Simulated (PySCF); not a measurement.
## TDDFT excited states: C4H5NO

Compound: 2-methyl-3-oxopropanenitrile, C4H5NO.
SMILES: `C[C@H](C#N)C=O`

Level of theory: TDDFT CAM-B3LYP/def2-SVPD, vertical, gas phase, core orbitals frozen in the response in PySCF 2.14.0, density-fitted response routines. Isolated species at its PBE0-D3(BJ)/def2-SVP geometry (one conformer only). Torsions of this conformer, `[CH3:1][C@H:2]([C:3]#[N:4])[CH:5]=[O:6]`: C1–C2–C5–O6 -95°.

```csv
state,λ (nm),E (eV),f,"main configurations (H = HOMO, L = LUMO)"
S1,289.8,4.28,0.0002,H→L (94%)
S2,169.9,7.30,0.0040,"H-1→L (59%), H-1→L+3 (17%)"
S3,163.9,7.56,0.010,"H→L+1 (37%), H→L+2 (13%), H-1→L (10%)"
S4,161.3,7.69,0.0086,"H-2→L (47%), H-1→L+2 (8%)"
S5,155.9,7.95,0.0063,"H→L+2 (34%), H→L+1 (34%)"
S6,150.2,8.25,0.0049,"H→L+3 (24%), H-2→L (20%), H→L+2 (12%)"
S7,149.4,8.30,0.022,"H-1→L+3 (19%), H-1→L (16%), H-2→L (12%)"
S8,148.0,8.38,0.033,"H→L+4 (28%), H-1→L+3 (18%), H-2→L+2 (11%)"
S9,144.5,8.58,0.027,"H→L+3 (23%), H-2→L+3 (13%), H→L+4 (12%)"
S10,143.6,8.63,0.017,"H→L+4 (42%), H→L+3 (10%)"
```

Triplets (Tamm–Dancoff): T1 3.67 eV, H→L (92%); T2 6.04 eV, H-4→L (50%), H-6→L (12%), H-5→L (12%); T3 6.21 eV, H-2→L+3 (23%), H-1→L+2 (16%), H-2→L (14%); T4 6.74 eV, H-1→L+3 (25%), H-1→L (22%), H-2→L+2 (12%).

The lowest singlet lies at 4.28 eV (290 nm, ultraviolet) and is dark (f under 0.0005); its leading configuration is HOMO→LUMO (94%). The most intense listed level is S8 at 8.38 eV (148 nm, f = 0.033), 4.10 eV above S1. S1 has the pattern of n→π* at C=O. Orbital energies (eV): HOMO-3 -12.27, HOMO-2 -11.63, HOMO-1 -11.31, HOMO -9.76, LUMO -0.51, LUMO+1 0.99, LUMO+2 1.52. The listed states span 4.35 eV, and the widest gap between neighbours is 3.02 eV (S1 to S2). Of the 10 states listed, 5 reach f = 0.01 and 1 stays under 0.0005. The vertical ionisation energy (ΔSCF) is 10.78 eV, 2.14 eV above S10. Singlets were solved by full linear response, triplets in the Tamm–Dancoff approximation.

Time: 1.7 min of wall time. Hardware: one thread, Arm Neoverse N1, on a shared host.
